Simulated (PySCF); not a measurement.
Molecule: SMILES c1n(C)nnc1, C₃H₅N₃.

Mapped SMILES: `[CH3:1][n:2]1[cH:3][cH:4][n:5][n:6]1`; H(Xn) means a hydrogen on atom n.

Geometry PBE0-D3(BJ)/def2-SVP throughout; GIAO in PySCF, gas phase, one conformer, non-relativistic; equivalent atoms averaged; functional PBE0.

Q: How do the absolute shieldings σ depend on the basis set? (ppm; last column core-seconds on 1 thread of an Intel Xeon Platinum 8488C, shared host)

A: 
```csv
basis set,functions,C4,C3,C1,N6,N5,N2,H(C4),H(C3),H(C1),core-s
STO-3G,35,121.3,124.8,195.4,22.5,26.7,154.3,25.29,26.06,29.08,2.4
6-31G,64,69.3,78.5,164.1,-110.4,-98.5,34.3,24.77,25.04,28.47,5
6-31G*,94,66.6,77.6,159.3,-95.0,-82.8,37.7,24.56,24.86,28.08,7.2
def2-SVP,109,62.8,73.9,159.6,-111.0,-97.0,31.4,24.02,24.25,27.55,7.7
"6-311+G(2d,p)",192,49.3,62.3,151.4,-133.4,-118.7,9.9,23.76,24.11,27.52,18
def2-TZVP,216,48.4,61.1,150.9,-137.8,-123.4,8.1,23.72,24.04,27.49,21
```

Q: Which nucleus moves most, in ppm?

A: N6 (pyridine-type nitrogen of an azole): from -137.8 ppm with def2-TZVP to 22.5 ppm with STO-3G. The smallest spread is 1.57 ppm, at H(C4). Proton shifts span only some 12 ppm, so a few tenths of a ppm matter as much there as several ppm in carbon.

Q: Taking the largest basis, def2-TZVP (216 functions), as the yardstick, rank the others by their worst heavy-atom deviation.

A: 6-311+G(2d,p) 4.7 ppm (192 functions), def2-SVP 26.8 ppm (109 functions), 6-31G 27.4 ppm (64 functions), 6-31G* 42.8 ppm (94 functions), STO-3G 160.3 ppm (35 functions).

A small basis that lands close on one nucleus may do so by chance; judge by the trend and by all nuclei.
